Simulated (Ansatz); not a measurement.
The first iterations of a band of CH6AlSi (9 atoms, charge 0, multiplicity 2).

Level of theory: UKS B3LYP/6-31G* in Ansatz.

| Property | Result |
| --- | --- |
| movable images | 7 |
| climbing image | yes |
| spring | 5.0 eV/Å² |
| optimiser | quadratic models (default) |
| start path | through a guess of the saddle point |
| force threshold | 0.03 eV/Å |
| iteration limit | 51 |
| end points | relaxed |

Initial state:

```xyz
9
Properties=species:S:1:pos:R:3
C -0.915 1.004 -1.045
Al 0.683 0.401 -0.071
Si 0.630 -1.537 1.337
H -0.702 1.102 -2.118
H -1.773 0.333 -0.934
H -1.225 2.000 -0.697
H 2.075 1.167 -0.165
H -0.557 -2.406 1.576
H 1.784 -2.065 2.118
```

Final state:

```xyz
9
Properties=species:S:1:pos:R:3
C -0.916 1.004 -1.045
Al 0.680 0.408 -0.061
Si 0.631 -1.540 1.333
H -0.705 1.065 -2.122
H -1.783 0.349 -0.910
H -1.208 2.015 -0.728
H 2.067 1.184 -0.143
H 1.786 -2.066 2.114
H -0.551 -2.419 1.562
```

| iteration | highest image above the first end (eV) | largest band force component (eV/Å) |
| --- | --- | --- |
| 1 | 21.626 | 67.017 |
| 2 | 7.981 | 21.123 |
| 3 | 5.143 | 11.618 |
| 4 | 3.336 | 4.744 |
| 5 | 2.664 | 1.819 |
| 6 | 2.311 | 1.922 |
| 7 | 2.178 | 2.137 |

Does the band converge within its limit, and where does its top end?

The run converged. It ended after 23 iterations with the highest image 0.222 eV above the first end. A vibrational analysis at the climbing image gives one clearly imaginary mode, 184i cm⁻¹: a first-order saddle point.

The run took 14 min on 1 thread of Intel(R) Xeon(R) Processor @ 2.70GHz, on a shared host, peak memory 0.18 GiB.
